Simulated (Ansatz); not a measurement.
Reaction: C2H2BrF (1-bromo-1-fluoroethene, SMILES C=C(F)Br) → C2H2F (SMILES C=[C]F, doublet) + Br (doublet) (the Br-C bond breaks)
Each species at its own B3LYP-D3(BJ)/def2-TZVP minimum (Ansatz, a first-principles code).

Total energies in hartree (Ansatz). Open shells are spin-unrestricted; no spin-orbit coupling. Cores are frozen in correlated methods (noble-gas shells, and filled d and f shells in the p block). No relativity. Spin-orbit terms, left out, reach several kcal/mol for Br and I, and more for heavier atoms. The UHF reference of C2H2F (C=[C]F, doublet) is spin-contaminated (<S^2> up to 0.18 over the pure value in the sets run).

```csv
species,HF/cc-pVTZ,CCSD(T)/cc-pVTZ,HF/cc-pVQZ,CCSD(T)/cc-pVQZ,CCSD(T)/cc-pVDZ,CCSDT(Q)/cc-pVDZ
"1: C2H2BrF (1-bromo-1-fluoroethene, SMILES C=C(F)Br)",-2748.82709,-2749.61421,-2748.84337,-2749.69021,-2749.30335,-2749.30558
"2: C2H2F (SMILES C=[C]F, doublet)",-176.30673,-176.88275,-176.32016,-176.93599,-176.70669,-176.70917
3: Br (doublet),-2572.44509,-2572.60263,-2572.44802,-2572.62195,-2572.47590,-2572.47619
```

### Question
Work out the bond dissociation energy (electronic) in kJ/mol: take Hartree-Fock from cc-pVQZ, extrapolate the CCSD(T) correlation energy as X^-3 (X = 3, 4), and add CCSDT(Q) - CCSD(T) in cc-pVDZ. 1 hartree = 2625.5 kJ/mol.

### Answer

Species 1: correlation (64·(-0.84684) - 27·(-0.78712))/37 = -0.89042; step -0.00223; E1 = -2748.84337 + (-0.89042) + (-0.00223) = -2749.73602
Species 2: correlation (64·(-0.61583) - 27·(-0.57602))/37 = -0.64488; step -0.00248; E2 = -176.32016 + (-0.64488) + (-0.00248) = -176.96752
Species 3: correlation (64·(-0.17393) - 27·(-0.15754))/37 = -0.18589; step -0.00029; E3 = -2572.44802 + (-0.18589) + (-0.00029) = -2572.63420
-1·E1 +1·E2 +1·E3 = 0.13430 hartree = 352.6 kJ/mol.
